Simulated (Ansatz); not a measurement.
# N2 (singlet): the correlation ladder, 6-31G*

Aim: climb from Hartree-Fock through coupled cluster and multireference methods for N2 (singlet) at one geometry and basis, and see what each rung misses.

Program: Ansatz 0.2.0, Gaussian basis. Level of theory: 6-31G*, core rule «outside noble gas», up to 2 orbitals frozen. These are calculated values, not measurements.

The runs, in order: UHF; CCSD(T) on RHF; BCCD(T) on RHF; CISD; CCSDT(Q) on RHF; CISDTQ; CCSDTQ on RHF; CASSCF and MRCISD+Q, 10 electrons in 8 orbitals; CASSCF and NEVPT4(SD), 10 electrons in 8 orbitals; CASSCF and NEVPT2, 10 electrons in 8 orbitals.

9 further runs of the same task are left out: 9 set aside as unsound or not needed.

## 1. The geometry

The geometry is an MP2(full)/6-31G* stationary point (not a proven minimum).

2 atoms, charge 0, spin multiplicity 1.

Atoms are counted from 1 here; the program's logs count them from 0.

Bond lengths: N1–N2 1.130 Å.

## 2. UHF

in.yaml reads:

```yaml
crystal:
  periodic: [false, false, false]
  atoms:
    - {symbol: N, position_ang: [0.000000, 0.000000, 0.000000]}
    - {symbol: N, position_ang: [0.000000, 0.000000, 1.129980]}
basis:
  gaussian: {orbitals: "6-31G*"}
magnetization: {spin_polarized: true, initial_magnetization: 0}
hamiltonian: {xc: hf}
output: {orbitals: {seedname: orbitals}}
```

The run is started by

```
> ansatz run in.yaml --threads 1 --pin off --events-out ev --progress --plain --max-ram 3956MiB --backend cpu
```

Further steps of the session: CCSD(T) on RHF; BCCD(T) on RHF; CISD; CCSDT(Q) on RHF; CISDTQ; CCSDTQ on RHF; CASSCF and MRCISD+Q, 10 electrons in 8 orbitals; CASSCF and NEVPT4(SD), 10 electrons in 8 orbitals; CASSCF and NEVPT2, 10 electrons in 8 orbitals.

Before running them: what should the planned runs give, taken together? Wanted: RCCSDTQ below the RHF energy; RMP2 from RCCSDTQ; RCCSD from RCCSDTQ; RCCSD(T) from RCCSDTQ; RCCSDT(Q) from RCCSDTQ; NEVPT2 valence from RCCSDTQ; NEVPT4(SD) valence from RCCSDTQ; MRCISD+Q valence from RCCSDTQ; T1 diagnostic.

The runs gave:

| quantity | value |
| --- | --- |
| RCCSDTQ below the RHF energy | -9.1019 eV |
| RMP2 from RCCSDTQ | +397.7 meV |
| RCCSD from RCCSDTQ | +403.0 meV |
| RCCSD(T) from RCCSDTQ | +44.6 meV |
| RCCSDT(Q) from RCCSDTQ | -7.8 meV |
| NEVPT2 valence from RCCSDTQ | +876.7 meV |
| NEVPT4(SD) valence from RCCSDTQ | +50.7 meV |
| MRCISD+Q valence from RCCSDTQ | -5.8 meV |
| levels within 1 kcal/mol (43 meV) | RCCSDT(Q), MRCISD+Q valence |
| T1 diagnostic | 0.013 |
| effectively unpaired electrons | 0.07 |

**Reading.** RCCSD(T) lands +44.6 meV from the yardstick (0.5 % of the correlation energy). One determinant dominates. Of the multireference levels listed MRCISD+Q valence comes nearest in total energy (-5.8 meV), which doesn't show that its space is the better one. These misses are within one basis, not against nature.
